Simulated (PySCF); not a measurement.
Two-dimensional NMR puzzle

Compound of formula C4H5F. Correlations simulated from computed shifts and couplings:

HSQC (one-bond C–H):
| δH | δC | $^{1}J$(C,H) (Hz) |
| --- | --- | --- |
| 4.79 | 85.1 | 158 |
| 2.79 | 23.1 | 140 |
| 1.38 | 77.4 | 263 |

COSY cross peaks (|J| ≥ 2 Hz):
| δH | δH | abs. J (Hz) | bonds |
| --- | --- | --- | --- |
| 4.79 | 2.79 | 8.2 | 3 |
| 2.79 | 1.38 | 3.9 | 4 |

HMBC (two and three bonds, |J| ≥ 2.5 Hz):
| δH | δC [abs. J in Hz] |
| --- | --- |
| 2.79 | 85.1 [7.8], 82.5 [11.5], 77.4 [4.5] |
| 1.38 | 82.5 [52.2], 23.1 [3.5] |

Carbons without hydrogens: δ 82.5.

- B3LYP/pcJ-1 coupling constants (spin–dipole term only in couplings to heteroatoms)
- shieldings: GIAO PBE0/pcSseg-1
- geometry: GFN2-xTB
- program: PySCF 2.14.0 with density-fitted response routines
- no solvent model, equivalent nuclei averaged, a single conformation, no relativistic terms

Scale: TMS for $^{1}$H (σref 31.72), $^{13}$C (σref 186.93) (reference shieldings calculated alike).

Exchangeable hydrogens are left out of these lists, and C,H couplings along chains are those of one rotamer, so weak HMBC peaks may be missing or extra.

Q: Which molecule is this?

A: SMILES C#CCCF.

Numbering as in the mapped SMILES `[CH:1]#[C:2][CH2:3][CH2:4][F:5]`. Hydrogens are named by the atom that carries them.

1. δC 85.1 is C4, an sp3 CH2 bonded to F (δH 4.79).
2. δC 82.5 is C2, an alkyne carbon.
3. δC 77.4 is C1, a terminal alkyne carbon (δH 1.38).
4. δC 23.1 is C3, a propargylic sp3 CH2 (δH 2.79).
5. HMBC from δH 2.79 reaches the proton-free carbon C2.
6. HMBC from δH 1.38 reaches the proton-free carbon C2.
7. COSY links 4.79–2.79, 2.79–1.38.

Common functionals overestimate the size of one-bond C–F couplings by tens of Hz; these are unscaled. Unscaled 3J(H,H) at this level run about 10 % above measured values. Shifts are as computed. Against solution values, carbons near 30 ppm lie about +3 ppm off and those near 130 ppm about +5 ppm. Of 1211 compounds with measured shifts, 218 miss one by over three times the rms of a fit or turn the order of signals round; such compounds aren't used in these exercises. Chain 3J(H,H) values assume equally populated staggered rotamers: (2 J gauche + J anti)/3. Vicinal couplings across rotatable single bonds and in flexible rings belong to the one computed conformer; a conformer average would change them.
